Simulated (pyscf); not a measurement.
**Substitution at N: NH₂• (SMILES [NH2]) + NH₂• (SMILES [NH2]) → •HN–NH₂ (SMILES [NH]N) + H• (SMILES [H])**

Gas phase, triplet surface, charge 0. Bonds broken: N1–H2. Bonds formed: N1–N4. PySCF, gas phase, ωB97X-D3(BJ)/def2-SVP geometries. MP2 and CC: frozen core, UHF for open shells. ΔMP2 is the change of the MP2 total energy from the triple- to the quadruple-zeta basis.

Transition state (Å):

```xyz
6

N      0.7881     0.5353    -0.2202
H      1.6783     1.2375    -0.7331
H      1.3769    -0.0822     0.3546
N     -0.6295    -0.1239    -0.0356
H     -1.3606     0.5064    -0.3576
H     -0.8600    -0.5810     0.8527
```

One imaginary mode, 1549i cm⁻¹; descent along it reached the two sides named.

```
bond   change  reactant side (Å)  saddle  product side
-----  ------  -----------------  ------  ------------
N1–H2  breaks              1.035   1.244           2.9
N1–N4   forms                3.3   1.574         1.340
```

Electronic energies relative to the separated reactants (kcal/mol):

```
level                             barrier  reaction energy  reverse barrier
--------------------------------  -------  ---------------  ---------------
ωB97X-D3(BJ)/def2-TZVP               35.8            +12.3             23.5
PBE/def2-TZVP                        17.6             +6.6             11.0
r²SCAN/def2-TZVP                     27.6            +15.9             11.7
B3LYP-D3(BJ)/def2-TZVP               29.7            +15.3             14.3
PBE0-D3(BJ)/def2-TZVP                29.2            +11.0             18.2
M06-2X/def2-TZVP                     35.6            +11.7             23.9
ωB97M-D3(BJ)/def2-TZVP               35.5            +13.5             22.0
HF/def2-TZVP                         70.5            +31.1             39.4
MP2/def2-QZVPP                       37.8            +11.8             26.0
CCSD/def2-TZVPP                      43.8            +21.5             22.4
CCSD(T)/def2-TZVPP                   38.7            +18.7             20.0
CCSD(T)/def2-TZVPP + ΔMP2(QZVPP)     37.5            +17.8             19.7
```

With CCSD(T)/def2-TZVPP + ΔMP2(QZVPP) energies and thermal terms (ideal gas, 1 atm, RRHO with modes under 100 cm⁻¹ raised to 100, one conformer, R ln 2 for rigid chiral ones), in kcal/mol:

```csv
T (K),ΔH‡,ΔG‡,ΔH,ΔG
298,37.7,47.2,+18.1,+20.8
600,37.5,57.0,+18.4,+23.5
900,38.0,66.6,+19.3,+25.9
1200,38.7,76.0,+20.3,+27.9
```

NH₂• + NH₂• also meet on a surface of lower spin, which isn't treated here. •HN–NH₂ + H• also meet on a surface of lower spin, which isn't treated here. One saddle was located; it need not be the lowest between these sides. The angle at the attacked N is 158°. The CCSD(T) − MP2 part came from Ansatz, without density fitting, on the same reference.
